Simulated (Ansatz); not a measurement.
System: rock-salt BaTe. Method: RPBE in Ansatz (PAW).

Numerical settings: plane-wave cutoff 520 eV, 8×8×8 k mesh, Fermi–Dirac smearing 0.01 eV, scalar-relativistic PAW data made under PBE.

Properties against volume:

```
V (Å³/atom)  P (GPa)  direct gap at Γ (eV)  smallest gap on the k mesh (eV)
-----------  -------  --------------------  -------------------------------
43.297          1.77                 3.106                            1.739
44.219          1.11                 3.051                            1.781
45.140          0.52                 2.972                            1.819
46.061         -0.01                 2.897                            1.854
46.982         -0.49                 2.825                            1.887
47.904         -0.91                 2.756                            1.917
48.825         -1.30                 2.689                            1.944
```

The fundamental gap (1.85 eV at the equilibrium volume, with added k points) lies elsewhere than Γ–Γ.

Spin–orbit coupling is not included; with these elements it can move the gap by several tenths of an eV or more.

Ansatz is a program for electronic structure.
